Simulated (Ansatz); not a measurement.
Mulliken charges of CH₃BO (`BC=O`) from B3LYP/def2-TZVPP in Ansatz (PBE0-D4/def2-TZVP geometry).

```csv
atom,x (Å),y (Å),z (Å),charge (e)
B1,-0.463,0.046,-0.597,-0.139
C2,0.396,-0.275,0.638,0.200
O3,1.044,0.760,0.637,-0.259
H4,-0.027,-0.216,-1.675,0.049
H5,-1.459,0.683,-0.446,0.049
H6,0.552,-1.062,1.396,0.099
```

By hand: the dipole of these point charges (1 e Å = 4.8032 D).

Σ q r = (-0.145, -0.340, 0.080) e Å, of length 0.378 e Å = 1.82 D.

How does the dipole of the full density compare? (An estimate is asked.)

The calculation gave: (-0.163, -0.394, 0.098) e Å, 2.10 D; the point charges give 0.87 times that, at 1° from its direction.

Point charges leave out the atoms' own dipoles, such as those of lone pairs, and Mulliken's split depends on the basis, so the close match here is no proof of good charges.

B3LYP here is the variant with VWN-RPA as its local correlation; programs differ in this.
